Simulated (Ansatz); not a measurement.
hcp Lu, treated with r²SCAN (plane waves, PAW; Ansatz, a first-principles code).

Settings: plane-wave cutoff 600 eV, 12×12×8 k mesh (along the axes of the cell as run), Fermi–Dirac smearing 0.1 eV, finite displacements, scalar-relativistic PAW data made under PBE.

Computed at the level's own relaxed cell.

Space group P6₃/mmc (No. 194); a = b = 3.505 Å, c = 5.454 Å, α = β = 90.00°, γ = 120.00°

| atom | site | symmetry | x | y | z |
|---|---|---|---|---|---|
| Lu | 2c | -6m2 | 0.3333 | 0.6667 | 0.2500 |

Harmonic phonon frequencies (cm⁻¹; i marks an imaginary mode):

```csv
q point,frequencies
Γ,(withheld)
M,59 71 100 105 112 113
A,49 49 49 49 82 82
```

Task: Fill in the missing entries.

Result: 
- Γ, frequencies: 0 0 0 69 69 126

No imaginary mode appears at these points.
